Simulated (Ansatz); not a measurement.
**C2H4FNO: a ladder of functionals and wavefunction methods**

An exercise on one series of results from a longer session: the logs are not shown, and one member is left open.

The runs use Ansatz 0.2.0, Gaussian basis; functionals in def2-TZVPP, the program's frozen cores in correlated methods.

The runs, in order: LDA (SPW92), PBE-D4, revPBE-D4, BLYP-D4, r2SCAN-D4, B97M-V, PBE0-D4, B3LYP-D4, r2SCANh-D4, r2SCAN0-D4, HSE06-D4, BHLYP-D4, CAM-B3LYP-D4, LC-ωPBE, ωB97X-V, ωB97M-V, B2PLYP, PBE-QIDH; CCSD(T)/def2-SVP; CCSD(T)/def2-TZVPP; MP2/def2-QZVPP; extrapolation to the limit; RPA on PBE.

## The geometry

The geometry comes from an earlier relaxation with PBE0-D4 in a triple-zeta def2 set; it is a stationary point, not always the lowest conformer.

SMILES `FC1NCO1`, 9 atoms, charge 0, spin multiplicity 1.

Atoms are counted from 1 here; the program's logs count them from 0.

Bond lengths: F1–C2 1.358 Å, C2–N3 1.434 Å, C2–O5 1.399 Å, C2–H6 1.097 Å, N3–C4 1.462 Å, N3–H7 1.010 Å, C4–O5 1.430 Å, C4–H8 1.096 Å, C4–H9 1.094 Å. Angles: F1–C2–N3 113.8°, F1–C2–O5 111.6°, F1–C2–H6 106.0°, N3–C2–O5 93.1°, N3–C2–H6 118.2°, O5–C2–H6 114.0°, C2–N3–C4 86.5°, C2–N3–H7 115.7°, C4–N3–H7 116.6°, N3–C4–O5 90.7°, N3–C4–H8 115.4°, N3–C4–H9 114.9°, O5–C4–H8 111.9°, O5–C4–H9 112.3°, H8–C4–H9 110.4°, C2–O5–C4 89.0°.

Set-up of the first run:

The input, in.yaml:

```yaml
crystal:
  periodic: [false, false, false]
  atoms:
    - {symbol: F, position_ang: [-0.543037, 2.045905, -0.179691]}
    - {symbol: C, position_ang: [0.000713, 0.839775, -0.485327]}
    - {symbol: N, position_ang: [0.598726, 0.174076, 0.635124]}
    - {symbol: C, position_ang: [-0.325266, -0.924599, 0.359813]}
    - {symbol: O, position_ang: [-0.982020, -0.144025, -0.642642]}
    - {symbol: H, position_ang: [0.616068, 1.003688, -1.379062]}
    - {symbol: H, position_ang: [1.583928, -0.030440, 0.547511]}
    - {symbol: H, position_ang: [0.131419, -1.827686, -0.060191]}
    - {symbol: H, position_ang: [-0.992230, -1.183094, 1.187464]}
basis:
  gaussian: {orbitals: def2-TZVPP}
hamiltonian: {xc: lda}
output: {orbitals: {seedname: orbitals}}
```

Started as:

```
$ ansatz run in.yaml --threads 2 --pin off --events-out ev --progress --plain --max-ram 4352MiB
```

Among the steps run: LDA; PBE-D4 (GGA); revPBE-D4 (GGA); BLYP-D4 (GGA); r2SCAN-D4 (meta-GGA); B97M-V (meta-GGA); PBE0-D4 (hybrid); B3LYP-D4 (hybrid); r2SCANh-D4 (hybrid); r2SCAN0-D4 (hybrid); HSE06-D4 (hybrid); BHLYP-D4 (hybrid); CAM-B3LYP-D4 (range-separated); LC-ωPBE (range-separated); ωB97X-V (range-separated); ωB97M-V (range-separated); B2PLYP (double hybrid); PBE-QIDH (double hybrid).

One of the session's tables, all rows but one given; the rest of the session is left out.

It belongs to the step «Orbital energies across the functionals». 

| functional | HOMO (eV) | LUMO (eV) | gap (eV) |
| --- | --- | --- | --- |
| LDA (SPW92) | -6.34 | -0.11 | 6.23 |
| PBE-D4 | -6.21 | 0.03 | 6.24 |
| revPBE-D4 | ? | ? | ? |
| BLYP-D4 | -6.14 | -0.01 | 6.13 |
| r2SCAN-D4 | -6.50 | 0.76 | 7.26 |
| B97M-V | -6.65 | 0.28 | 6.93 |
| PBE0-D4 | -7.71 | 0.88 | 8.59 |
| B3LYP-D4 | -7.50 | 0.50 | 8.00 |
| r2SCANh-D4 | -7.06 | 1.05 | 8.11 |
| r2SCAN0-D4 | -7.91 | 1.42 | 9.33 |
| HSE06-D4 | -7.30 | 0.51 | 7.81 |
| BHLYP-D4 | -9.18 | 1.46 | 10.64 |
| CAM-B3LYP-D4 | -9.19 | 1.62 | 10.81 |
| LC-ωPBE | -10.53 | 2.97 | 13.50 |
| ωB97X-V | -10.18 | 2.79 | 12.97 |
| ωB97M-V | -10.09 | 2.31 | 12.40 |

Q: Estimate the row for revPBE-D4 from the others.

The run gave: HOMO (eV): -6.15; LUMO (eV): 0.09; gap (eV): 6.25. In the column «HOMO (eV)» it lies between PBE-D4 (-6.21) and BLYP-D4 (-6.14).
